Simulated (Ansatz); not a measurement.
The input, for Ansatz 0.2.0:

```yaml
crystal:
  periodic: [false, false, false]
  atoms:
    - {symbol: Co, position_ang: [0.000000, 0.000000, 0.000000]}
    - {symbol: Si, position_ang: [0.000000, 0.000000, 1.948800]}
basis:
  gaussian: {orbitals: def2-SVP}
total_charge: 1
magnetization: {spin_polarized: true, initial_magnetization: 0}
hamiltonian: {xc: {name: PBE}}
output: {orbitals: {seedname: orbitals}}
```

```sh
$ ansatz run in.yaml --threads 1 --pin off --events-out ev --progress --plain --max-ram 2393MiB
```

The program prints:

```
582 factors; their error is unknown
mean field evaluation 1: about -45374.9358 eV, gradient 1.5e2 eV
mean field evaluation 2: about -44435.8983 eV, gradient 5.3e2 eV
mean field evaluation 4: about -45345.8474 eV, gradient 1.6e2 eV
mean field evaluation 8: about -45475.7934 eV, gradient 3.0e-1 eV
mean field evaluation 16: about -45475.8380 eV, gradient 1.1e-1 eV
mean field evaluation 32: about -45461.4210 eV, gradient 1.4e2 eV
mean field evaluation 64: about -45475.3271 eV, gradient 1.5e1 eV
mean field evaluation 96: about -45351.1851 eV, gradient 1.4e2 eV
mean field evaluation 128: about -45476.7269 eV, gradient 4.6e-2 eV
mean field evaluation 160: about -45476.7270 eV, gradient 3.8e-2 eV
mean field evaluation 192: about -45468.0229 eV, gradient 4.0e1 eV
mean field evaluation 224: about -45475.4928 eV, gradient 7.7e-1 eV
mean field -45476.72696915 eV, -1671.2388908838 hartree, gradient 1.3e-5 eV, S^2 1.161998; 15 other end points of the search recorded, 0 dependent functions left out
reference -45476.72700843 eV, -1671.2388923272 hartree; 20, 20 occupied and 29, 29 virtual orbitals, 582 factors
Total energy: -45476.72700843 eV, -1671.2388923272 hartree
```

Ran on 1 thread of Arm Neoverse V2, shared host: 14 s wall, 0.11 GiB peak host memory.
